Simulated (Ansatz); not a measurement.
**CH3+ (triplet): wave-function methods side by side at scale of all distances = 1.000, cc-pVDZ**

How much of the correlation energy of CH3+ (triplet) does each wave-function method recover here?

The runs use Ansatz 0.2.0, Gaussian basis; cc-pVDZ, core rule «outside noble gas», up to 1 orbitals frozen.

The runs, in order: UHF; CCSD(T) on ROHF; CCSD(T) on UHF; BCCD(T) on ROHF; CISD as a restricted active space (open shells left free, so some higher excitations enter); CCSDT(Q) on ROHF; CCSDT(Q) on UHF; CASSCF and MRCISD+Q, 4 electrons in 4 orbitals; CASSCF and NEVPT2, 4 electrons in 4 orbitals; CASSCF and MRCISD+Q, 6 electrons in 7 orbitals; CASSCF and NEVPT2, 6 electrons in 7 orbitals; Full CI.

11 further runs of the same task are left out: 9 that didn't finish, 2 set aside as unsound or not needed. Runs told in other sessions of the task aren't counted.

### Step 1. The system

The geometry derives from a PBE0/def2-TZVP stationary point (not a proven minimum). All distances are scaled together.

4 atoms, charge 1, spin multiplicity 3.

Atoms are counted from 1 here; the program's logs count them from 0.

Bond lengths: C1–H2 1.170 Å, C1–H3 1.083 Å, C1–H4 1.170 Å. Angles: H2–C1–H3 144.3°, H2–C1–H4 71.5°, H3–C1–H4 144.3°.

### Step 2. UHF

Contents of in.yaml:

```yaml
crystal:
  periodic: [false, false, false]
  atoms:
    - {symbol: C, position_ang: [0.000000, 0.000000, 0.054784]}
    - {symbol: H, position_ang: [0.000000, 0.683459, -0.895251]}
    - {symbol: H, position_ang: [0.000000, 0.000000, 1.137696]}
    - {symbol: H, position_ang: [0.000000, -0.683459, -0.895251]}
basis:
  gaussian: {orbitals: cc-pVDZ}
total_charge: 1
magnetization: {spin_polarized: true, initial_magnetization: 2}
hamiltonian: {xc: hf}
output: {orbitals: {seedname: orbitals}}
```

Started as:

```console
$ ansatz run in.yaml --threads 1 --pin off --events-out ev --progress --plain --max-ram 2393MiB
```

The runs that follow: CCSD(T) on ROHF; CCSD(T) on UHF; BCCD(T) on ROHF; CISD as a restricted active space (open shells left free, so some higher excitations enter); CCSDT(Q) on ROHF; CCSDT(Q) on UHF; CASSCF and MRCISD+Q, 4 electrons in 4 orbitals; CASSCF and NEVPT2, 4 electrons in 4 orbitals; CASSCF and MRCISD+Q, 6 electrons in 7 orbitals; CASSCF and NEVPT2, 6 electrons in 7 orbitals; Full CI.

**Question.** What will the summary of the whole plan be? Wanted: FCI from the RHF energy; RMP2 from FCI; UMP2 from FCI; RCCSD from FCI; RCCSD(T) from FCI; UCCSD(T) from FCI; RCCSDT(Q) from FCI; UCCSDT(Q) from FCI; NEVPT2 pair from FCI.

**Answer**, as computed:

```
                         quantity                                                                                               value
          FCI from the ROHF energy                                                                                          -3.5201 eV
                    RMP2 from FCI                                                                                        +65.3 kJ/mol
                    UMP2 from FCI                                                                                        +64.9 kJ/mol
                   RCCSD from FCI                                                                                         +7.3 kJ/mol
                RCCSD(T) from FCI                                                                                         +1.5 kJ/mol
                UCCSD(T) from FCI                                                                                         +1.3 kJ/mol
               RCCSDT(Q) from FCI                                                                                          0.0 kJ/mol
               UCCSDT(Q) from FCI                                                                                         -0.1 kJ/mol
             NEVPT2 pair from FCI                                                                                        +60.9 kJ/mol
           MRCISD+Q pair from FCI                                                                                         -0.5 kJ/mol
          NEVPT2 valence from FCI                                                                                        +41.7 kJ/mol
levels within 1 kcal/mol (43 meV)  RCCSD(T), UCCSD(T), BCCD(T), RCCSDT, UCCSDT, RCCSDT(Q), UCCSDT(Q), MRCISD+Q pair, MRCISD+Q valence
                    T1 diagnostic                                                                                               0.020
   effectively unpaired electrons                                                                                                2.02
```

What this shows: RCCSD(T) misses by +1.5 kJ/mol, 0.4 % of the correlation energy. MRCISD+Q pair falls below full CI: the +Q correction isn't variational, and the cores differ from full CI's. One determinant dominates. Of the multireference levels listed MRCISD+Q valence comes nearest in total energy (+0.2 kJ/mol), which doesn't show that its space is the better one. These misses are within one basis, not against nature; the frozen cores of restricted and unrestricted runs differ, which can shift their rows.

Levels on UHF freeze UHF's core orbitals, full CI those of ROHF, so the U rows can settle a little off it for that reason alone.

With open shells the CI space here admits some higher excitations, so it is larger than plain CISD.
